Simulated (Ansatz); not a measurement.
**Two structures, one formula**

Two relaxed structures of MgSiNH4 (charge -1), closed shell (PBE0-D4/def2-TZVPD; forces vanish, vibrations not checked).

A:

```xyz
7
angstrom
Mg -2.0655 -0.8174 -0.5475
N -0.4225 -0.1692 -0.1125
Si 1.0585 0.4185 0.2804
H -3.6407 -1.4392 -0.9643
H 1.8009 1.2182 -0.7908
H 1.1367 1.3858 1.4622
H 2.1326 -0.5967 0.6725
```

B:

Mg1  (1.173, 1.006, 0.375)
N2  (-0.240, -0.356, -0.174)
Si3  (-1.829, -0.610, 0.311)
H4  (-2.206, -1.846, -0.586)
H5  (2.715, 0.770, -0.504)
H6  (0.804, 2.241, 1.597)
H7  (0.111, -0.996, -0.880)
(Å)

Computed with Ansatz 0.2.0 (basis: def2-TZVPPD); correlated methods freeze the cores. The outer core shell of Li, Na, Mg and K is correlated. The def2 sets are not built for correlating such inner shells, so the correlated values are less sure here. B3LYP uses VWN-RPA correlation.

(1) Which structure is lower at CCSD(T), and by how much? (To be estimated.)

(2) Do the other methods give the same order? (Judge from chemistry; the calculation decides.)

T1 diagnostic: at most 0.016.

Answers

(1) Computed: B, by 0.119 eV (electronic energy, against the other). By their contacts, A is MgSiNH₄ ([MgH][N][SiH3]), total charge -1 and B is MgSiNH₄ ([MgH2][NH][SiH]), total charge -1.

(2) The calculation gives: Not all: r2SCAN-D4, MP2 give the other order.

| method | E(B) − E(A) (eV) |
| --- | --- |
| PBE-D4 | -0.100 |
| r2SCAN-D4 | 0.018 |
| PBE0-D4 | -0.113 |
| B3LYP-D4 | -0.143 |
| wB97M-V | -0.200 |
| HF | -0.269 |
| MP2 | 0.141 |
| CCSD | -0.165 |
| CCSD(T) | -0.119 |

Labels in which every atom is bracketed show which atoms are joined, not bond orders.

For scale, one of the runs: CCSD(T)/def2-TZVPPD, 188 basis functions, launched by `ansatz run in.yaml --threads 2 --pin off --events-out ev --progress --plain --max-ram 4352MiB`. The run took 17 s on 2 CPU threads of an AMD EPYC 9R45 (shared host), with 2.1 GiB of host memory at its peak.
